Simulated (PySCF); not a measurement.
Species: CS.
Geometry (PBE0-D3(BJ)/def2-TZVP, Å), atoms numbered from 1 in this order:
```
atom  x, y, z in Å
C1    -0.6968   -0.2988    0.0713
S2     0.7143    0.2700   -0.0835
```

All values: wB97X-D/pcSseg-2 (PySCF, non-relativistic), on one gas-phase PBE0-D3(BJ)/def2-TZVP geometry that isn't relaxed in the solvent. The solvent is an IEF-PCM continuum (cavity from Bondi-type radii × 1.2). Specific hydrogen bonds and non-electrostatic terms are outside this model.

Gas phase at wB97X-D/pcSseg-2: HOMO -10.90 eV, LUMO -0.48 eV, dipole 1.85 D.

Question: What does the continuum do to the energy, the frontier levels and the dipole at wB97X-D/pcSseg-2 in chloroform?

Answer: 
```
   solvent      ε  E(solvent) − E(gas) (kcal/mol)  polarisation term (kcal/mol)  distortion of the solute (kcal/mol)  HOMO (eV)  LUMO (eV)  dipole (D)
chloroform  4.711                           -1.35                         -1.63                                 0.28     -10.91      -0.41        2.31
```

The first energy column is the sum of the next two and covers electrostatics alone.

Question: Which radius a makes the point-dipole formula ΔE = −[(ε − 1)/(2ε + 1)]·μ²/a³ give the value in chloroform, with the gas-phase dipole?

Answer: μ = 0.728 au and |ΔE| = 0.00214 Eh give a = 2.35 Å; the farthest nucleus lies 0.76 Å from the centroid of the nuclei. The formula assumes a rigid point dipole at the centre of a sphere.

Question: Give the dipole vector in the frame of the coordinates (D, pointing from negative to positive charge), gas and chloroform.

Answer: Gas (1.71, 0.69, -0.19), solvent (2.13, 0.86, -0.23). Its length changes by +25 % and its direction by less than 1°.

The pairwise dispersion term of wB97X-D wasn't added to the energies; at a given geometry it leaves orbitals and properties as they are.
